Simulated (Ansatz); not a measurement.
**C₃H₆FN: a ladder of functionals and wavefunction methods**

An exercise on one series of results from a longer session: the logs are not shown, and one member is left open.

The runs use Ansatz 0.2.0, Gaussian basis; functionals in def2-TZVPP, the program's frozen cores in correlated methods.

The runs, in order: PBE-D4, r2SCAN-D4, PBE0-D4, B3LYP-D4, ωB97X-V, ωB97M-V, B2PLYP; CCSD(T)/def2-TZVPP; MP2/def2-QZVPP; extrapolation to the limit.

## The relaxed structure

An earlier PBE0-D4 in a triple-zeta def2 set relaxation fixed the geometry.

SMILES `C/C(F)=C/N`, 11 atoms, charge 0, spin multiplicity 1.

Atoms are counted from 1 here; the program's logs count them from 0.

Bond lengths: C1–C2 1.476 Å, C1–H6 1.090 Å, C1–H7 1.095 Å, C1–H8 1.095 Å, C2–F3 1.362 Å, C2–C4 1.328 Å, C4–N5 1.390 Å, C4–H9 1.083 Å, N5–H10 1.008 Å, N5–H11 1.009 Å. Angles: C2–C1–H6 110.1°, C2–C1–H7 111.1°, C2–C1–H8 111.3°, H6–C1–H7 108.5°, H6–C1–H8 108.3°, H7–C1–H8 107.5°, C1–C2–F3 113.4°, C1–C2–C4 128.8°, F3–C2–C4 117.8°, C2–C4–N5 125.2°, C2–C4–H9 118.3°, N5–C4–H9 116.3°, C4–N5–H10 114.1°, C4–N5–H11 113.4°, H10–N5–H11 111.3°.

The first run:

File in.yaml:

```yaml
crystal:
  periodic: [false, false, false]
  atoms:
    - {symbol: C, position_ang: [0.689904, 1.162660, 1.073301]}
    - {symbol: C, position_ang: [0.429044, 0.033330, 0.158693]}
    - {symbol: F, position_ang: [1.544077, -0.688284, -0.141694]}
    - {symbol: C, position_ang: [-0.724557, -0.359300, -0.370359]}
    - {symbol: N, position_ang: [-0.905141, -1.501513, -1.141003]}
    - {symbol: H, position_ang: [-0.233220, 1.710362, 1.265649]}
    - {symbol: H, position_ang: [1.421142, 1.855370, 0.645020]}
    - {symbol: H, position_ang: [1.089044, 0.813733, 2.031253]}
    - {symbol: H, position_ang: [-1.617093, 0.205476, -0.132336]}
    - {symbol: H, position_ang: [-1.585718, -1.398700, -1.877025]}
    - {symbol: H, position_ang: [-0.042084, -1.890036, -1.490899]}
basis:
  gaussian: {orbitals: def2-TZVPP}
hamiltonian: {xc: pbe, dispersion: d4}
output: {forces: true, orbitals: {seedname: orbitals}}
```

The run is started by

```
ansatz run in.yaml --threads 4 --pin off --events-out ev --progress --plain --max-ram 10444MiB
```

Steps of the session up to this table: PBE-D4 (GGA); r2SCAN-D4 (meta-GGA); PBE0-D4 (hybrid); B3LYP-D4 (hybrid); ωB97X-V (range-separated); ωB97M-V (range-separated); B2PLYP (double hybrid); CCSD(T) in def2-TZVPP; MP2 in def2-QZVPP.

One table of the session follows, with a row left open; its other results are not shown here.

| method | atomisation energy (kJ/mol) |
| --- | --- |
| PBE-D4 | 4515.1 |
| r2SCAN-D4 | 4380.0 |
| PBE0-D4 | 4407.5 |
| B3LYP-D4 | 4385.3 |
| ωB97X-V | 4378.0 |
| ωB97M-V | 4386.3 |
| B2PLYP | 4334.1 |
| HF/def2-TZVPP | 3104.6 |
| MP2/def2-TZVPP | 4324.9 |
| CCSD/def2-TZVPP | ? |
| CCSD(T)/def2-TZVPP | 4244.6 |
| MP2/CBS | 4442.0 |
| CCSD(T)/CBS | 4361.7 |

Q: Estimate the row for CCSD/def2-TZVPP from the others.

The run gave: atomisation energy (kJ/mol): 4173.4. In the column «atomisation energy (kJ/mol)» it lies between HF/def2-TZVPP (3104.6) and CCSD(T)/def2-TZVPP (4244.6).
